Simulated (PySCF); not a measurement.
# SiP⁺: spin, charge, geometry and surroundings

One physical setting of the base script is moved in each run, with the edits that it forces.

Method: each script names its method and basis; program: PySCF 2.14.0.

## Step 1: Where the work starts

SiP⁺: 2 atoms, charge 1, spin multiplicity 1.

Bond lengths: Si1–P2 2.360 Å.

## Step 2: The run that the others are compared with

Contents of input.py:

```python
from pyscf import gto, scf

mol = gto.M(
    atom='Si 0 0 0; P 0 0 2.36',
    basis='lanl2dz',
    ecp={'Si': 'lanl2dz', 'P': 'lanl2dz'},
    charge=1,
    spin=0,
    verbose=4,
)
mf = scf.RHF(mol)
mf = mf.density_fit(auxbasis='def2-universal-jkfit')
mf.kernel()
mf.nuc_grad_method().kernel()
mf.dip_moment()
print('orbital energies (hartree):', mf.mo_energy[..., max(0, mol.nelec[1]-3):mol.nelec[0]+3].round(4))
```

Command:

```sh
> OMP_NUM_THREADS=1 python input.py
```

Its log is not repeated here.

Base result: E(SCF) = -9.645776 Eh, 9 cycles, gradient on the second atom 0.0092 Eh/bohr.

The bond length is a typed value, not an optimised one. The dipole of an ion depends on the origin.

## Step 3: PCM, ε = 78.36

Edit 1 changes solvent: none (gas phase) → PCM, ε = 78.36.

Contents of input.py:

```python
from pyscf import gto, scf, solvent

mol = gto.M(
    atom='Si 0 0 0; P 0 0 2.36',
    basis='lanl2dz',
    ecp={'Si': 'lanl2dz', 'P': 'lanl2dz'},
    charge=1,
    spin=0,
    verbose=4,
)
mf = scf.RHF(mol)
mf = mf.density_fit(auxbasis='def2-universal-jkfit')
mf = solvent.PCM(mf)
mf.with_solvent.eps = 78.36
mf.kernel()
mf.nuc_grad_method().kernel()
mf.dip_moment()
print('orbital energies (hartree):', mf.mo_energy[..., max(0, mol.nelec[1]-3):mol.nelec[0]+3].round(4))
```

Command:

```sh
> OMP_NUM_THREADS=1 python input.py
```

## Step 4: Bond 3.54 Å

Edit 2 changes bond length: 2.36 Å → 3.54 Å.

Edit input.py of step 2 so:

```diff
@@ -3,3 +3,3 @@
 mol = gto.M(
-    atom='Si 0 0 0; P 0 0 2.36',
+    atom='Si 0 0 0; P 0 0 3.54',
     basis='lanl2dz',
```

## Step 5: Charge +0 (doublet, UHF)

Edit 3 changes charge: 1 → 0; spin (2S): 0 → 1; SCF type: RHF → UHF.

Contents of input.py:

```python
from pyscf import gto, scf

mol = gto.M(
    atom='Si 0 0 0; P 0 0 2.36',
    basis='lanl2dz',
    ecp={'Si': 'lanl2dz', 'P': 'lanl2dz'},
    charge=0,
    spin=1,
    verbose=4,
)
mf = scf.UHF(mol)
mf = mf.density_fit(auxbasis='def2-universal-jkfit')
mf.kernel()
mf.nuc_grad_method().kernel()
mf.dip_moment()
print('orbital energies (hartree):', [e[max(0, n-3):n+3].round(4) for e, n in zip(mf.mo_energy, mol.nelec)])
```

## Step 6: Bond 0.1 Å

Edit 4 changes bond length: 2.36 Å → 0.1 Å.

Edit input.py of step 2 so:

```diff
@@ -3,3 +3,3 @@
 mol = gto.M(
-    atom='Si 0 0 0; P 0 0 2.36',
+    atom='Si 0 0 0; P 0 0 0.1',
     basis='lanl2dz',
```

## Step 7: PCM, ε = 20.5

Edit 5 changes solvent: none (gas phase) → PCM, ε = 20.5.

Edit input.py of step 2 so:

```diff
@@ -1,2 +1,2 @@
-from pyscf import gto, scf
+from pyscf import gto, scf, solvent
 
@@ -12,2 +12,4 @@
 mf = mf.density_fit(auxbasis='def2-universal-jkfit')
+mf = solvent.PCM(mf)
+mf.with_solvent.eps = 20.5
 mf.kernel()
```

## Step 8: Bond 2.289 Å

Edit 6 changes bond length: 2.36 Å → 2.289 Å.

Edit input.py of step 2 so:

```diff
@@ -3,3 +3,3 @@
 mol = gto.M(
-    atom='Si 0 0 0; P 0 0 2.36',
+    atom='Si 0 0 0; P 0 0 2.289',
     basis='lanl2dz',
```

Before running it: what results should come out? Wanted: for each run, E(SCF); from base; gap, α spin; SCF dipole.

**Answer**, as computed:

```csv
run,E(SCF) (hartree),from base (eV),cycles,"gap, α spin (eV)",SCF dipole (D)
base,-9.645776,0,9,6.85,n/a
"PCM, ε = 78.36",-9.754679,-2.9634,9,7.17,n/a
bond 3.54 Å,-9.570878,+2.0381,13,6.67,n/a
"charge +0 (doublet, UHF)",-9.971259,-8.8568,16,7.76,2.03
bond 0.1 Å (poor choice),85.259355,+2582.5002,6,24.12,n/a
"PCM, ε = 20.5",-9.750668,-2.8543,9,7.16,n/a
bond 2.289 Å,-9.646051,-0.0075,9,6.89,n/a
```

What this shows: Of the runs whose energies can be compared, “bond 0.1 Å” moves the SCF energy most (+2582.500 eV). A continuum solvent with ε = 78.36 lowers the energy by 2.963 eV, a large gain because the system is charged. At the SCF level, adding an electron (to the doublet) releases 8.86 eV at fixed geometry. A continuum solvent with ε = 20.5 lowers the energy by 2.854 eV, a large gain because the system is charged. With bond 0.1 Å the frontier gap moves by over 1.5 eV, which can mean another electronic state rather than the bond length alone. Rows marked «poor choice» come from settings spoiled on purpose.
